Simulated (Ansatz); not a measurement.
# FCI/STO-3G run of H2S2 (SMILES SS)

Aim: the vertical ionisation energy of H2S2 at FCI/STO-3G, from 2 runs. 

Program for the calculation: Ansatz 0.2.0.

44 further runs of the same task are left out: 10 that didn't finish, 34 set aside as unsound or not needed.

## 1. Starting point

H2S2 has 4 atoms, charge 0, and is taken as a singlet. SMILES: `SS`. The coordinates come from a PBE0-D4/def2-TZVP relaxation.

Bond lengths: S1–S2 2.046 Å, S1–H3 1.347 Å, S2–H4 1.347 Å. Angles: S1–S2–H4 98.6°, S2–S1–H3 98.6°.

## 2. A single-point energy at FCI/STO-3G

Contents of in.yaml:

```yaml
crystal:
  periodic: [false, false, false]
  atoms:
    - {symbol: S, position_ang: [0.784480, -0.789210, 0.166690]}
    - {symbol: S, position_ang: [0.060220, 1.121560, 0.067360]}
    - {symbol: H, position_ang: [-0.225420, -1.352590, 0.856880]}
    - {symbol: H, position_ang: [-0.619290, 1.020250, -1.090950]}
basis:
  gaussian: {orbitals: STO-3G}
correlation: {method: fci, frozen_orbitals: {H: 0, S: 5}}
accuracy: high
```

Started as:

```console
$ ansatz run in.yaml --threads 1 --pin off --max-ram 3480MiB --events-out events.jsonl --progress --plain --runs-dir runs
```

The log of the run:

```text
Warning: RAYON_NUM_THREADS=1 ignored (pool sized by the plan → 1); use --threads N
Functional definition: HF
  name "HF"
  exchange = exact_x
  correlation = 0
344 factors; integrals over basis functions are off by at most 1.3e-8 eV
mean field evaluation 1: about -21428.2268 eV, gradient 9.4e0 eV
mean field evaluation 2: about -21428.2730 eV, gradient 9.5e0 eV
mean field evaluation 4: about -21428.7074 eV, gradient 2.0e-1 eV
mean field evaluation 8: about -21428.7073 eV, gradient 1.3e-5 eV
mean field -21428.70726893 eV, -787.4904672339 hartree, gradient 3.2e-8 eV, S^2 0.000000; 0 other end points of the search recorded, 0 dependent functions left out
10 core orbitals not correlated: weight in the atoms' cores, before any rotation towards them, 1.000 or more for the frozen orbitals, at most 0.000 for the correlated occupied ones
reference -21428.70726893 eV, -787.4904672339 hartree; 7, 7 occupied and 3, 3 virtual orbitals, 344 factors
state -21430.59534626 eV, -787.5598527959 hartree
Total energy: -21430.59534626 eV, -787.5598527959 hartree
```

It took 0.18 s on 1 thread of Intel Xeon 6975P-C (Granite Rapids), shared host.

## 3. The doublet cation at the same level

Contents of run.yaml:

```yaml
crystal:
  periodic: [false, false, false]
  atoms:
    - {symbol: S, position_ang: [0.784480, -0.789210, 0.166690]}
    - {symbol: S, position_ang: [0.060220, 1.121560, 0.067360]}
    - {symbol: H, position_ang: [-0.225420, -1.352590, 0.856880]}
    - {symbol: H, position_ang: [-0.619290, 1.020250, -1.090950]}
basis:
  gaussian:
    orbitals: STO-3G
total_charge: 1
magnetization:
  spin_polarized: true
  initial_magnetization: 1
correlation:
  method: fci
  frozen_orbitals: {H: 0, S: 5}
accuracy: high
```

Started as:

```console
$ ansatz run run.yaml --threads 1 --pin off --max-ram 3480MiB --events-out events.jsonl --progress --plain --runs-dir runs
```

The log of the run:

```text
Warning: RAYON_NUM_THREADS=1 ignored (pool sized by the plan → 1); use --threads N
[... 4 set-up lines as earlier in the session ...]
344 factors; integrals over basis functions are off by at most 1.3e-8 eV
mean field evaluation 1: about -21421.2263 eV, gradient 8.1e0 eV
mean field evaluation 2: about -21421.2630 eV, gradient 8.1e0 eV
mean field evaluation 4: about -21422.1386 eV, gradient 1.7e0 eV
mean field evaluation 8: about -21422.3606 eV, gradient 2.3e-1 eV
mean field evaluation 16: about -21422.3639 eV, gradient 1.3e-8 eV
mean field -21422.36392589 eV, -787.2573536765 hartree, gradient 2.2e-8 eV, S^2 0.761348; 3 other end points of the search recorded, 0 dependent functions left out
mean field evaluation 32: about -21422.3168 eV, gradient 1.8e-1 eV
10 core orbitals not correlated: weight in the atoms' cores, before any rotation towards them, 1.000 or more for the frozen orbitals, at most 0.000 for the correlated occupied ones
reference -21422.31675615 eV, -787.2556202207 hartree; 7, 6 occupied and 3, 4 virtual orbitals, 344 factors
state -21424.32384597 eV, -787.3293794112 hartree
Total energy: -21424.32384597 eV, -787.3293794112 hartree
```

Run time: 0.32 s. Hardware: 1 thread of Intel Xeon 6975P-C (Granite Rapids), shared host.

## 4. Summary of results

At FCI/STO-3G, 10 core orbitals frozen:

| quantity | value |
| --- | --- |
| singlet H2S2: total energy | -787.55985 Eh |
| singlet H2S2: correlation energy (10 core orbitals frozen) | -69.4 mEh |
| doublet cation: total energy | -787.32938 Eh |
| doublet cation: correlation energy (10 core orbitals frozen) | -73.8 mEh |
| vertical ionisation energy (to the doublet cation) | 6.272 eV |

**Reading.** The vertical ionisation energy comes to 6.27 eV (605 kJ/mol). In a minimal basis such a difference can be off by several eV, whatever the method.
